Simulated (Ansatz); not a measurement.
**F–CH–Ga, doublet in cc-pVDZ: errors against UCCSDT(Q)**

Geometry: displaced at random from a stationary point.

| atom | x (Å) | y (Å) | z (Å) |
| --- | --- | --- | --- |
| F | -0.0316 | -0.3866 | 2.1778 |
| C | -0.0325 | 0.5207 | 1.1828 |
| Ga | 0.0155 | -0.0063 | -0.8206 |
| H | -0.0873 | 1.5177 | 1.6223 |

Basis cc-pVDZ; Ansatz 0.2.0. Correlated methods freeze the noble-gas cores and the filled d shells of p-block atoms, which leaves 15 electrons in 44 orbitals. Prefix R: restricted or restricted open-shell reference; prefix U: unrestricted. Active spaces: frontier = (9e, 9o) about the gap. No spin–orbit coupling is included, and no scalar relativity.

Full CI isn't at hand for all of this; UCCSDT(Q) serves as the reference, and is uncertain by about the last step of the cluster series. The frozen core follows each run's orbitals, which can shift R against U totals by a few meV for light atoms and by up to 0.1 eV past Ca.

```
UHF ⟨S²⟩                          : 0.771
T1 diagnostic (RCCSD)             : 0.0223
largest doubles amplitude (RCCSD) : 0.085
T1 diagnostic (UCCSD)             : 0.0232
```

| level | E − E(UCCSDT(Q)) (kJ/mol) | share of correlation (%) | wall time |
| --- | --- | --- | --- |
| UHF | 997.3 | 1.08 | – |
| UMP2 | 107.2 | 89.37 | – |
| UCCSD | 27.7 | 97.26 | – |
| UCCSD(T) | 4.9 | 99.51 | 20 s |
| UCCSDT | 2.1 | 99.79 | – |

The correlation energy at UCCSDT(Q), counted from RHF, is -10.449 eV. That run took 3.9 min on 1 thread of Arm Neoverse V1, shared host.

Run but not shown, since their state or frozen core can't be matched to the reference's or they repeat it: RHF, RMP2, RCCSD, RCCSD(T), BCCD(T), RCCSDT, RCCSDT(Q), CASSCF (frontier space), MRCISD (frontier space), MRCISD+Q (frontier space).

Times hold each run's SCF and search for its determinant on a shared host, so for small cases they say little of a method's own cost; they ran on 1 thread of Arm Neoverse V1.
